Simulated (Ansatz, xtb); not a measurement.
## A geometry optimisation of BClHSi with r2SCAN-D4/def2-SVP

The starting geometry of this gas-phase doublet has its atoms placed at random.

```xyz
4

B     0.6656   -0.9396    0.6900
Cl   -1.7650   -0.5392   -0.1410
Si   -0.5346    0.3626    1.5553
H    -0.0751    0.5624   -0.0326
```

Problem. One run relaxed it with r2SCAN-D4/def2-SVP. What is a likely outcome?

Solution. It ends as a structure with Cl2 bridging B1 and Si3, given below by its coordinates. Distances that change by over a tenth: Cl2–Si3 (2.28 → 2.53 Å). Contacts that open: Si3–H4 (1.67 → 3.07 Å). Contacts that close: B1–Cl2 (2.60 → 1.86 Å), B1–H4 (1.82 → 1.20 Å).

The energy falls by 2.87 eV over 16 steps:

```json
{"step": "1", "E − E(last) (eV)": "2.867"}
{"step": "3", "E − E(last) (eV)": "1.782"}
{"step": "4", "E − E(last) (eV)": "1.621"}
{"step": "6", "E − E(last) (eV)": "1.419"}
{"step": "8", "E − E(last) (eV)": "1.164"}
{"step": "9", "E − E(last) (eV)": "0.687"}
{"step": "11", "E − E(last) (eV)": "0.081"}
{"step": "13", "E − E(last) (eV)": "0.011"}
{"step": "14", "E − E(last) (eV)": "0.001"}
{"step": "16", "E − E(last) (eV)": "0.000"}
```

Final geometry (Å):

```xyz
4

B    -0.0275    0.0024    0.4202
Cl   -1.5931   -0.8940   -0.0472
Si   -0.9334    0.2739    2.0982
H     0.8448    0.0638   -0.3995
```

From the same start GFN2-xTB ends elsewhere, differing in Cl2–Si3 (3.15 against 2.53 Å here).

From so rough a start the end depends on the optimiser's path, so another program may land elsewhere. The end wasn't checked by frequencies. Open shells are spin-unrestricted. Run with Ansatz 0.2.0, 47 s on 2 threads of Arm Neoverse V1, with other jobs on the host.
